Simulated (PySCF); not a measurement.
An unknown is described by computed data only.

Formula: C2H4F2S.

* UV, strongest line: among the 10 lowest singlet transitions: S8 at 8.24 eV (151 nm, f = 0.142) [TDDFT B3LYP/def2-SVPD]
* UV, first state: lowest singlet excitation: 6.01 eV (206 nm, f = 0.001) [TDDFT B3LYP/def2-SVPD]
* 13C NMR: chemical shifts (computed TMS as zero) by class: 84.7 (2 C) ppm [GIAO PBE0/pcSseg-1]
* Valence photoelectron: vertical ionisation energy: 10.02 eV [ΔSCF B3LYP/def2-SVPD]
* Triplet: lowest triplet excitation (Tamm–Dancoff): 5.56 eV [TDA B3LYP/def2-SVPD]
* NMR, other nuclei: isotropic shieldings of nuclei other than C and H, by class: 400 (2 F), 421 (1 S) ppm [GIAO PBE0/pcSseg-1]
* Polarisability: 49.8 au [B3LYP/def2-SVPD]
* Rotational structure: rotational constants A, B, C: 6.216, 2.551, 2.126 GHz [PBE0-D3(BJ)/def2-SVP]

The electronic properties come from PySCF, for the isolated species, density fitting. Levels stand in brackets. One conformer (not necessarily the lowest) at the PBE0-D3(BJ)/def2-SVP geometry, without solvent, vibrations or thermal averaging. NMR classes are plain means over equivalent atoms (diastereotopic ones count apart unless rotation or inversion swaps them), as if these changed places fast.

Question: Give a SMILES that accounts for the data.

Answer: Numbering: `[F:1][CH2:2][S:3][CH2:4][F:5]`. Its formula, C2H4F2S, gives 0 degrees of unsaturation, so no ring and no π bond. 2 carbons fall into 1 class: sp3 C–F carbon [C2/C4] (84.7 ppm, 2 C). The other shieldings belong to: 400 ppm, alkyl fluorine [F1/F5]; 421 ppm, sulfide sulfur [S3]. The first electron is taken from the HOMO, whose largest Löwdin shares are 0.73 on the sulfide sulfur and 0.08 on each of 2 atoms of one kind (sp3 C–F carbon). The optimised geometry has point group C2 and is an asymmetric top. Structure: `FCSCF`. Computed isomers that give other values at the same levels: `FC(F)CS` (lowest singlet excitation: 5.63 eV (220 nm, f = 0.003)). The assignments are read from this structure; whether some other isomer fits the data as well wasn't checked.

Shape of the structure used: `[F:1][CH2:2][S:3][CH2:4][F:5]`: F1–C2–S3–C4 71°, C2–S3–C4–F5 72°.
